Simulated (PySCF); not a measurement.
Identify the unknown among the candidates.

All candidates are C5H7N.

| technique | computed result |
| --- | --- |
| Triplet | lowest triplet excitation (Tamm–Dancoff): 4.52 eV [TDA PBE0/def2-SVPD] |
| UV, strongest line | among the 8 lowest singlet transitions: S8 at 7.50 eV (165 nm, f = 0.026) [TDDFT PBE0/def2-SVPD] |
| UV, first state | lowest singlet excitation: 5.33 eV (233 nm, f = 0.006) [TDDFT PBE0/def2-SVPD] |
| Polarisability | 65.0 au [PBE0/def2-SVPD] |
| Rotational structure | rotational constants A, B, C: 6.936, 2.395, 2.035 GHz [GFN2-xTB] |
| Dipole | 2.14 D [PBE0/def2-SVPD] |

Electronic properties: PySCF, gas phase, density fitting. Levels stand in brackets. Geometry: GFN2-xTB, one conformer, isolated molecule.

**Question.** Which candidate is it?
A. `C=CCCC#N`
B. `[H]/N=C(\C)CC#C`
C. `C=CC[C@@H]1C=N1`
D. `C=C1C=C1CN`

**Answer.** B. It is `[H]/N=C(\C)CC#C`. Numbering: `[H]/[N:6]=[C:4](/[CH2:3][C:2]#[CH:1])[CH3:5]`. Its formula, C5H7N, gives 3 degrees of unsaturation: 0 rings and 3 π bonds in the structure found. The optimised geometry has point group C1 and is an asymmetric top.

The others, at the same levels:
- `C=CCCC#N` fails: its computed lowest singlet excitation is 7.20 eV (172 nm, f = 0.032) (against 5.33 eV), static isotropic polarisability is 63.2 au (against 65.0 au) and rotational constant A is 8.338 GHz (against 6.936 GHz).
- `C=C1C=C1CN` fails: its computed lowest singlet excitation is 4.56 eV (272 nm, f = 0.024) (against 5.33 eV), lowest triplet excitation (Tamm–Dancoff) is 3.45 eV (against 4.52 eV) and strongest line among the 8 lowest singlet transitions is S8 at 7.05 eV (176 nm, f = 0.512) (against S8 at 7.50 eV).
- `C=CC[C@@H]1C=N1` fails: its computed lowest singlet excitation is 4.91 eV (253 nm, f = 0.000) (against 5.33 eV), lowest triplet excitation (Tamm–Dancoff) is 4.15 eV (against 4.52 eV) and static isotropic polarisability is 62.8 au (against 65.0 au).

Each candidate is one conformer, not necessarily the lowest. The conformers computed, where there is a choice (atom-mapped SMILES and torsion angles):
- `[H]/[N:6]=[C:4](/[CH2:3][C:2]#[CH:1])[CH3:5]`: C2–C3–C4–C5 -59°
- `[CH2:1]=[CH:2][CH2:3][CH2:4][C:5]#[N:6]`: C1–C2–C3–C4 -117°, C2–C3–C4–C5 -63°
- `[CH2:1]=[C:2]1[CH:3]=[C:4]1[CH2:5][NH2:6]`: C3–C4–C5–N6 0°, H–N6–C5–C4 -59°, H–N6–C5–C4 59°
- `[CH2:1]=[CH:2][CH2:3][C@@H:4]1[CH:5]=[N:6]1`: C1–C2–C3–C4 118°, C2–C3–C4–C5 -93°
